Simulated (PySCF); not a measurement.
PySCF input (HF/def2-TZVPD):

```python
from pyscf import gto, scf, dft

mol = gto.M(
    atom='''
    Cl   -1.48293405    0.22164103   -0.01882856
    C    -0.01049978   -0.67307752    0.04096015
    Cl    1.48913862    0.17609637   -0.00537576
    H    -0.02436324   -1.30857915    0.95225756
    H    -0.01811575   -1.41449149   -0.78654502
    ''',
    basis='def2-tzvpd',
    charge=1,
    spin=1,
    verbose=4,
)

mf = scf.UHF(mol).density_fit(auxbasis='def2-universal-jkfit')
mf.conv_tol = 1e-9
mf.max_cycle = 100
mf.max_memory = 1500
mf.kernel()
if not mf.converged:
    mf = mf.newton()
    mf.kernel(mf.make_rdm1())
for _ in range(2):
    mo, _, stable, _ = mf.stability(return_status=True)
    if stable:
        break
    mf.kernel(mf.make_rdm1(mo, mf.mo_occ))
mf.analyze()
```

End of the output:

```
Extra cycle  E= -957.666842557458  delta_E= -3.07e-11  |g|= 2.84e-06  |ddm|= 7.91e-06
converged SCF energy = -957.666842557458  <S^2> = 0.76378894  2S+1 = 2.0137417
uhf_internal: lowest eigs of H = [0.01557558 0.1818418  0.21420656]
<class 'pyscf.df.df_jk.DFUHF'> wavefunction is stable in the internal stability analysis
**** SCF Summaries ****
Total Energy =                        -957.666842557457812
Nuclear Repulsion Energy =             135.554167317152803
One-electron Energy =                -1580.778399362755863
Two-electron Energy =                  487.557389488145134
Two-electron Coulomb Energy =          548.285474892669981
DFT Exchange-Correlation Energy =      -60.728085404524847
HOMO-LUMO gap [eV] =                     8.690251704559534
**** MO energy ****
                             alpha | beta                alpha | beta
MO #1   energy= -105.244377402795  | -105.231462041569  occ= 1 | 1
MO #2   energy= -105.05608418015   | -105.056035442963  occ= 1 | 1
MO #3   energy= -11.60481017176    | -11.6053548692265  occ= 1 | 1
MO #4   energy= -10.966695380767   | -10.9546801163822  occ= 1 | 1
MO #5   energy= -10.7832545778595  | -10.7832106581232  occ= 1 | 1
MO #6   energy= -8.45171724504588  | -8.42198899901625  occ= 1 | 1
MO #7   energy= -8.4291258767395   | -8.42077523800491  occ= 1 | 1
MO #8   energy= -8.42740756549063  | -8.40041553421892  occ= 1 | 1
MO #9   energy= -8.25020985088834  | -8.25024764175859  occ= 1 | 1
MO #10  energy= -8.2481928873625   | -8.24818376480232  occ= 1 | 1
MO #11  energy= -8.24798466610295  | -8.24770946932895  occ= 1 | 1
MO #12  energy= -1.53409668441329  | -1.4616663938159   occ= 1 | 1
MO #13  energy= -1.36323813330666  | -1.33933348340289  occ= 1 | 1
MO #14  energy= -1.1481472931948   | -1.12297227906561  occ= 1 | 1
MO #15  energy= -0.954830984448215 | -0.898298862111676 occ= 1 | 1
MO #16  energy= -0.914725221503943 | -0.875582643694733 occ= 1 | 1
MO #17  energy= -0.864953283235447 | -0.854552357299449 occ= 1 | 1
MO #18  energy= -0.830450225199552 | -0.75313806572786  occ= 1 | 1
MO #19  energy= -0.76683802725827  | -0.668936855407514 occ= 1 | 1
MO #20  energy= -0.670192051733032 | -0.654919315320748 occ= 1 | 1
MO #21  energy= -0.656828940526653 | -0.335558452990092 occ= 1 | 0
MO #22  energy= -0.114532473664529 | -0.105604670880879 occ= 0 | 0
MO #23  energy= -0.0986972418523498 | -0.0958710809207808 occ= 0 | 0
MO #24  energy= -0.0723105642275292 | -0.067817305570038 occ= 0 | 0
MO #25  energy= -0.0620872664388771 | -0.0608034731165457 occ= 0 | 0
MO #26  energy= -0.0574497799840753 | -0.057143058130738 occ= 0 | 0
MO #27  energy= -0.0304138883844371 | -0.0291538772550578 occ= 0 | 0
MO #28  energy= -0.0241788162941838 | -0.0223937069049878 occ= 0 | 0
MO #29  energy= -0.021931046663575 | -0.0186667587314192 occ= 0 | 0
MO #30  energy= -0.0131139893493421 | -0.00251968266987026 occ= 0 | 0
MO #31  energy= -0.00968740837759564 | -0.000137371529845189 occ= 0 | 0
MO #32  energy= 0.0217745992346695 | 0.0247178590779466 occ= 0 | 0
MO #33  energy= 0.0477668603939676 | 0.0501607327005944 occ= 0 | 0
MO #34  energy= 0.0493740493256607 | 0.0549332515522804 occ= 0 | 0
MO #35  energy= 0.0546300531607569 | 0.0742900509066452 occ= 0 | 0
MO #36  energy= 0.0666018888512417 | 0.0794137887003738 occ= 0 | 0
MO #37  energy= 0.0996251343718456 | 0.105620320447663  occ= 0 | 0
MO #38  energy= 0.109440620067852  | 0.113396474294956  occ= 0 | 0
MO #39  energy= 0.1234589242849    | 0.12913673135473   occ= 0 | 0
MO #40  energy= 0.130571932301623  | 0.134465324379024  occ= 0 | 0
MO #41  energy= 0.137379476026466  | 0.144417949042907  occ= 0 | 0
MO #42  energy= 0.155461813171636  | 0.157133045617183  occ= 0 | 0
MO #43  energy= 0.158564174946013  | 0.160074361019073  occ= 0 | 0
MO #44  energy= 0.179252728949237  | 0.189880552249522  occ= 0 | 0
MO #45  energy= 0.191048625238037  | 0.192102494882259  occ= 0 | 0
MO #46  energy= 0.19691813421805   | 0.198073344733589  occ= 0 | 0
MO #47  energy= 0.216509032570683  | 0.22744156103893   occ= 0 | 0
MO #48  energy= 0.227322596392032  | 0.23053781267764   occ= 0 | 0
MO #49  energy= 0.232959836619983  | 0.236056705008671  occ= 0 | 0
MO #50  energy= 0.241426766144128  | 0.243379870703958  occ= 0 | 0
MO #51  energy= 0.246167617692608  | 0.264210526672242  occ= 0 | 0
MO #52  energy= 0.27560239207446   | 0.276898239806391  occ= 0 | 0
MO #53  energy= 0.284614094536626  | 0.28669408239684   occ= 0 | 0
MO #54  energy= 0.303231789926073  | 0.305414788175028  occ= 0 | 0
MO #55  energy= 0.323083275244823  | 0.327371462948287  occ= 0 | 0
MO #56  energy= 0.342775764974025  | 0.345822656794644  occ= 0 | 0
MO #57  energy= 0.371372974223139  | 0.372540285786997  occ= 0 | 0
MO #58  energy= 0.421273666214461  | 0.440055588553603  occ= 0 | 0
MO #59  energy= 0.434538021619502  | 0.447279051713308  occ= 0 | 0
MO #60  energy= 0.471986661558221  | 0.513119744006692  occ= 0 | 0
MO #61  energy= 0.487738110402506  | 0.527508482409196  occ= 0 | 0
MO #62  energy= 0.497012904605152  | 0.529131761438276  occ= 0 | 0
MO #63  energy= 0.547179286231277  | 0.551773492206095  occ= 0 | 0
MO #64  energy= 0.557499745504167  | 0.569497234005127  occ= 0 | 0
MO #65  energy= 0.56362044014366   | 0.583472333084978  occ= 0 | 0
MO #66  energy= 0.592503731064423  | 0.5942384050009    occ= 0 | 0
MO #67  energy= 0.592814088602596  | 0.597732907703144  occ= 0 | 0
MO #68  energy= 0.61194551163316   | 0.613318438753788  occ= 0 | 0
MO #69  energy= 0.622722107252803  | 0.625548273784045  occ= 0 | 0
MO #70  energy= 0.628486332646031  | 0.632020107119093  occ= 0 | 0
MO #71  energy= 0.631434923335126  | 0.634351064606645  occ= 0 | 0
MO #72  energy= 0.675771925723442  | 0.677493445525737  occ= 0 | 0
MO #73  energy= 0.707356867522037  | 0.733733725906333  occ= 0 | 0
MO #74  energy= 0.726755763204609  | 0.738741727975103  occ= 0 | 0
MO #75  energy= 0.773881028734667  | 0.785454555396083  occ= 0 | 0
MO #76  energy= 0.806807287716726  | 0.808869150070918  occ= 0 | 0
MO #77  energy= 0.827693853452349  | 0.828814940240076  occ= 0 | 0
MO #78  energy= 0.934363003716527  | 0.948050270507952  occ= 0 | 0
MO #79  energy= 0.988202384839414  | 0.991569623891564  occ= 0 | 0
MO #80  energy= 1.01333941072667   | 1.01993644098901   occ= 0 | 0
MO #81  energy= 1.11651428198055   | 1.12177599300989   occ= 0 | 0
MO #82  energy= 1.16069449684558   | 1.16290872852534   occ= 0 | 0
MO #83  energy= 1.26629823596787   | 1.28256866683982   occ= 0 | 0
MO #84  energy= 1.37528358403952   | 1.37713573887249   occ= 0 | 0
MO #85  energy= 1.67170522685549   | 1.68071819703911   occ= 0 | 0
MO #86  energy= 1.73963497156331   | 1.7406183823847    occ= 0 | 0
MO #87  energy= 1.77068026432985   | 1.77777227266141   occ= 0 | 0
MO #88  energy= 1.79028439428805   | 1.80841686053843   occ= 0 | 0
MO #89  energy= 1.80460905386709   | 1.81099006392721   occ= 0 | 0
MO #90  energy= 1.88699554776344   | 1.89972045996575   occ= 0 | 0
MO #91  energy= 1.88994004743018   | 1.90433788656413   occ= 0 | 0
MO #92  energy= 1.91704619367873   | 1.93961794743953   occ= 0 | 0
MO #93  energy= 1.92003002359068   | 1.94303031899164   occ= 0 | 0
MO #94  energy= 1.9541612941278    | 1.9756275361069    occ= 0 | 0
MO #95  energy= 1.96677933666198   | 1.97962104125007   occ= 0 | 0
MO #96  energy= 2.00981511179298   | 2.01416540169105   occ= 0 | 0
MO #97  energy= 2.02431129471663   | 2.03392573446759   occ= 0 | 0
MO #98  energy= 2.02724369921052   | 2.05433045130221   occ= 0 | 0
MO #99  energy= 2.03573683275954   | 2.07376118427423   occ= 0 | 0
MO #100 energy= 2.04588577022372   | 2.08071451532728   occ= 0 | 0
MO #101 energy= 2.08594092863603   | 2.09182658873547   occ= 0 | 0
MO #102 energy= 2.08905742780795   | 2.09182995571452   occ= 0 | 0
MO #103 energy= 2.09278430062052   | 2.09961516152981   occ= 0 | 0
MO #104 energy= 2.1054186749168    | 2.10654093152372   occ= 0 | 0
[...]
```
